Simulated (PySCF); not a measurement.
Molecule: SMILES ClC(=O)C(=O)Cl, C2Cl2O2.

Atoms are numbered as in `[O:1]=[C:2]([Cl:3])[C:4](=[O:5])[Cl:6]`.

Geometry PBE0-D3(BJ)/def2-SVP throughout; GIAO in PySCF 2.14.0 with density-fitted response routines, gas phase, one conformer, non-relativistic; equivalent atoms averaged; basis pcSseg-2.

Problem. How do the absolute shieldings σ depend on the functional? (ppm; last column core-seconds on 1 thread of an Arm Neoverse V2, shared host)

Solution. 
```csv
functional,kind,O1/O5,C2/C4,Cl3/Cl6,core-s
HF,Hartree–Fock,-305.6,21.2,599.2,9.1
LDA,LDA,-278.4,0.7,423.4,16
PBE,GGA,-265.9,5.3,456.9,20
BLYP,GGA,-269.7,-0.6,439.3,20
BP86,GGA,-264.1,5.2,453.5,20
OPBE,GGA,-243.0,17.3,492.8,20
```

Problem. Which nucleus moves most, in ppm?

Solution. Cl3/Cl6 (chlorine bonded to C): from 423.4 ppm with LDA to 599.2 ppm with HF. The smallest spread is 21.8 ppm, at C2/C4.
